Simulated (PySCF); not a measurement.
# C3H7OP: core ionisation energies

Species: C3H7OP.
Numbering: `[CH3:1][C@@H:2]1[CH2:3][P@@H:4]1=[O:5]`

Theory: PySCF, delta-SCF UKS SCAN, pcX-2 on the ionised atom, pcseg-1 elsewhere, spin-free X2C. Vertical ΔSCF values, vacuum level as zero.

Q: What binding energy does each computed site have?

A: 
```
atom(s)                     environment    level  binding energy (eV)  2p1/2 (eV)  above the level's lowest (eV)  count
     P4           phosphoryl phosphorus  P 2p3/2               138.08      138.97                           0.00      1
     C3  sp3 carbon bound to phosphorus     C 1s               290.85           –                           0.00      1
     C2  sp3 carbon bound to phosphorus     C 1s               291.02           –                          +0.17      1
     C1                   methyl carbon     C 1s               291.07           –                          +0.22      1
     O5               phosphoryl oxygen     O 1s               536.48           –                           0.00      1
     P4           phosphoryl phosphorus     P 1s              2151.97           –                           0.00      1
```

The 3 C 1s values lie within 0.22 eV of each other; Gaussian lines of 0.5 eV full width would blend them into one maximum.

Q: Which photon wavelength matches the O 1s of O5 threshold?

A: λ = hc/E = 12398.42 eV Å / 536.48 eV = 23.111 Å.

Q: Which photon energy gives electrons from O 1s of O5 a kinetic energy of 20 eV, and what is their de Broglie wavelength?

A: hν = 536.48 + 20 = 556.48 eV, recoil neglected; λ = 12.264 Å/√(E/eV) = 2.74 Å.

Spin–orbit coupling isn't in the SCF: each 2p doublet comes from a relaxed spin-free hole plus a matrix of the shell (mean-field spin–orbit coupling and the ground-state 2p splitting), with 2p3/2 averaged over its two sublevels. 2p1/2 minus 2p3/2 (ligand field included): P 0.89 eV. Isolated species at its PBE0-D3(BJ)/def2-SVP geometry, gas phase.
